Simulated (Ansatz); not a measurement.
# AlClH: the cost of one run

Program: Ansatz 0.2.0 through its Python package. The levels of theory stand in the script. These are calculated values, not measurements.

## Step 1: The structure

Bond lengths: Al1–Cl2 2.177 Å, Al1–H3 1.692 Å. Angles: Cl2–Al1–H3 119.1°.

No structure file is read: the coordinates are typed or built in the script.

## Step 2: The script

x2c.py reads:

```python
import ansatz
import numpy as np

GEOMETRY = """
Al   -0.18660   -0.64020   -0.18000
Cl    1.55600    0.13630    0.86910
H    -1.38030    0.43900   -0.70240
"""


def main() -> None:
    system = ansatz.Crystal.molecule()
    for line in GEOMETRY.strip().splitlines():
        symbol, *xyz = line.split()
        system = system.atom(symbol, [float(v) for v in xyz])

    calculation = system.calculation()
    calculation = calculation.functional("b3lyp", dispersion="d3bj").spin("collinear", total=1)
    calculation = calculation.forces()
    sets = {"none": "cc-pVTZ", "scalar": "cc-pVTZ-DK"}
    found = {kind: calculation.basis(gaussian=basis).pseudopotentials(relativity=kind).run().report for kind, basis in sets.items()}
    for kind, each in found.items():
        dipole = 4.803205 * np.linalg.norm(each["charge_distribution"]["dipole_moment_e_ang"])
        print(f"{kind:7s} E = {each['free_energy_ev']:.4f} eV  dipole {dipole:.3f} D  largest force component {np.abs(each['forces_ev_ang']).max():.4f} eV/A")
    print(f"relativity lowers the total energy by {found['none']['free_energy_ev'] - found['scalar']['free_energy_ev']:.3f} eV")


if __name__ == "__main__":
    main()
```

## Step 3: What the engine is handed

The package turns the script's settings into the engine's input (first run):

```yaml
crystal:
  periodic: [false, false, false]
  atoms:
    - { symbol: Al, position_ang: [-0.1866, -0.6402, -0.18] }
    - { symbol: Cl, position_ang: [1.556, 0.1363, 0.8691] }
    - { symbol: H, position_ang: [-1.3803, 0.439, -0.7024] }
basis:
  gaussian:
    orbitals: cc-pVTZ
hamiltonian:
  xc: b3lyp
  dispersion: d3bj
  pseudopotentials:
    relativity: none
magnetization:
  spin_polarized: true
  initial_magnetization: 1.0
output:
  forces: true
```

## Step 4: The run

The run is started by

```
python x2c.py
```

Q: Estimate wall time and peak memory on 1 thread of Arm Neoverse V1, shared host.

About 5.1 s, with a peak of 0.22 GiB.
